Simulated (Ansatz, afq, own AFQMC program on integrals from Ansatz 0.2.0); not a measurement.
Integrals from Ansatz 0.2.0, then the random walk in our own AFQMC program (afq).

```yaml
crystal:
  periodic: [false, false, false]
  atoms:
    - {symbol: B, position_ang: [0.000000, -0.240795, 1.004861]}
    - {symbol: N, position_ang: [0.000000, 0.113654, -0.916525]}
    - {symbol: H, position_ang: [0.000000, 1.003349, 1.958386]}
basis:
  gaussian: {orbitals: cc-pVDZ}
magnetization: {spin_polarized: true, initial_magnetization: 3}
correlation: {method: ccsd_t, electrons: outside_noble_gas, hamiltonian_folder: ham}
```

```sh
$ ansatz run in.yaml --threads 1 --pin off --events-out ev --progress --plain --max-ram 1382MiB
```

Options of the walk:

```
--method phaseless --trial cisd --walkers 60 --populations 1 --least-time 40 --time-step 0.005 --steps-per-block 50 --equilibration-blocks 40 --max-blocks 300 --target-error 0.00072 --factor-cut 1e-05 --start spin_pure --seed 4290 --release-times 0.24,0.51,0.99,1.62,2.4 --release-step 0.03 --release-every 4 --taylor-order 6
```

Times are imaginary, in 1/Eh. The walk had a cap of 671 s.

```
orbitals 31  electrons 6 3  factors 218 of 313
reference energy -79.50256489 Eh
CCSD correlation -0.19161887 Eh in 18 cycles, weight of the determinant in the CISD state 0.8705
energy of the start -79.689918 Eh
 block  time / (1/Eh)  mean weight  energy / Eh
     1     0.250  1.0013  -79.690417
     2     0.500  1.0001  -79.693001
     3     0.750  1.0007  -79.693941
     4     1.000  0.9996  -79.695482
     5     1.250  1.0003  -79.696583
     7     1.750  1.0001  -79.698935
     9     2.250  1.0029  -79.702945
    11     2.750  0.9984  -79.705103
    21     5.250  1.0008  -79.701254
    31     7.750  1.0009  -79.703349
    41    10.250  1.0009  -79.699109
    51    12.750  0.9990  -79.700810
    61    15.250  0.9983  -79.699433
    71    17.750  0.9984  -79.700846
    81    20.250  1.0006  -79.701864
    91    22.750  0.9992  -79.697017
   101    25.250  1.0012  -79.700327
   111    27.750  0.9993  -79.702034
   121    30.250  1.0011  -79.703421
   131    32.750  1.0028  -79.700710
   141    35.250  0.9979  -79.700673
   151    37.750  1.0012  -79.713358
   161    40.250  1.0010  -79.703809
   171    42.750  0.9993  -79.695485
   181    45.250  1.0005  -79.695226
   191    47.750  1.0008  -79.706842
   196    49.000  0.9973  -79.698336
blocks merged  error / Eh  count
     1  0.000268  160
     2  0.000328  80
     4  0.000378  40
     8  0.000418  20
    16  0.000492  10
released: time / (1/Eh)  energy / Eh  error  mean overlap
  0.24  -79.701420  0.000527  1.0038
  0.51  -79.701681  0.000482  1.0090
  0.99  -79.701920  0.000587  0.9989
  1.62  -79.702508  0.000501  1.0049
  2.40  -79.703698  0.000836  0.9883
energy -79.701174 +/- 0.000418 Eh
(rows thinned)
```

Q: Estimate how long the walk took on 1 thread of AMD EPYC 9R45 96-Core Processor (Zen 5) (shared host).

A: 86 s of wall time.

The run passed its tests (sampling time, drift between the halves within three errors, error under three times the target), which doesn't prove that it has relaxed.

Against this walk (error 11.4 meV) on the same determinant: CCSD(T) 39.8 meV higher, CCSDT(Q) 23.4 meV lower. The error is statistical and leaves out the bias of the constraint. The determinant has ⟨S²⟩ = 3.89, so the low cluster orders mix in higher spin (the high orders can go on to a lower state of that spin), while the walk starts as a pure quartet. The released energies are still falling (meV from the phaseless value at times in 1/Eh: -7 ± 14 at 0.24, -14 ± 13 at 0.51, -20 ± 16 at 0.99, -36 ± 14 at 1.62, -69 ± 23 at 2.40), so they give no level.

Cautions: constraint bias not in the error; lower spins were not checked; unrestricted determinant spin contaminated (⟨S²⟩ 3.89 against 3.75).

CCSDT and higher add their correlation energy to the determinant of the CCSD(T) run, since their own runs factorise the integrals more tightly (a shift of under 2 meV). A walk keeps the symmetry of its determinant, which the program's search chose and which needn't be the lowest solution, so a lower state of the same spin and another symmetry isn't excluded.
